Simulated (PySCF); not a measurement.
SMILES [CH2]CO, doublet at its CAM-B3LYP/def2-SVP optimised geometry (Å):

```
8

C      0.3329    -0.6848     0.0000
C     -0.3847     0.6139     0.0000
O      0.2858     1.6212     0.7174
H      1.4261    -0.6848     0.0000
H     -0.1944    -1.6212    -0.1962
H     -0.4812     0.9989    -1.0351
H     -1.4261     0.4716     0.3572
H      0.4304     1.2956     1.6139
```

Level of theory: unrestricted CAM-B3LYP/def2-TZVP run with PySCF 2.14.0. Cells within 0.4 Å of a nucleus heavier than hydrogen are left out (blank, or x).

Map of the HOMO−1 amplitude (α) (bohr^(-3/2)), clipped to [-0.25, 0.25] on the plane z = 0.6 Å; orbital energy -9.71 eV, overall sign arbitrary:

```
|55555554444444444445555555555|
|55555544444444444455555555555|
|55555544444444444455555555555|
|55555544444444444455555555555|
|55555554444444444555555555555|
|55555554444433344555555555555|
|55555554444432235555555555555|
|555555554443210x7766555555555|
|55555555544320xxx976555555555|
|55555555554431xxx976555555555|
|55555555555443489876555555555|
|55555555666554567766555555555|
|55555556676654455655555555555|
|55555555676654445555555555555|
|55555555666554444555555555555|
|55555555555554444555555555555|
|55555555555554455555555555555|
|55555555555555556555555555555|
|55555555555555566555555555555|
|55555555555555555555555555555|
|55555555555555555555555555555|
|55555555555555555555555555555|
|55555555555555555555555555555|
|55555555555555555555555555555|
|55555555555555555555555555555|
|55555555555555555555555555555|
|55555555555555555555555555555|
|55555555555555555555555555555|
|55555555555555555555555555555|
```
Scale: ten equal steps from -0.250 (start of '0') to 0.250 (end of '9'), in the order '0123456789'; x runs from -4.00 to 4.00, y from -4.00 (bottom) to 4.00 (top).
